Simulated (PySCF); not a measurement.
# C3HF3: the cost of one run

Computed with PySCF 2.14.0, with density-fitted response routines of our own, on a single molecule in the gas phase. Atoms count from 0, in the outputs and in this text.

## Step 1: The molecule as given

7 atoms, charge 0, multiplicity 1; geometry from: MMFF94s. The atoms were then displaced at random by about 0.03 Å, so the start is not that level's minimum.

Bonds of the start (Å): C0–C1 1.26, C1–C2 1.49, C2–F3 1.30, C2–F4 1.31, C2–F5 1.36, C0–H6 1.06.

## Step 2: Geometry optimisation at PBE0-D3(BJ)/def2-SVP

The job: settings as JSON, then the geometry in Å.

```
{"job": {"xc": "PBE0", "basis": "def2-SVP", "d3": "d3bj", "grid": 1, "shake": 0.03, "kind": "geom"}, "charge": 0, "multiplicity": 1}
C      1.721620     0.353490    -0.185670
C      0.500000     0.120370     0.020310
C     -0.930030    -0.232200     0.273640
F     -1.096290    -1.378220    -0.323930
F     -1.720210     0.714340    -0.175850
F     -1.086060    -0.366580     1.619510
H      2.702820     0.686800    -0.396960
```

Command:

```sh
OMP_NUM_THREADS=1 python probes_run.py task.json out
```

The driver reads the jobs from task.json and runs them one after another.

Q: Estimate the wall time and peak memory of this first job on 1 thread of Arm Neoverse V2, shared host.

About 16 s, with a peak of 0.36 GiB.
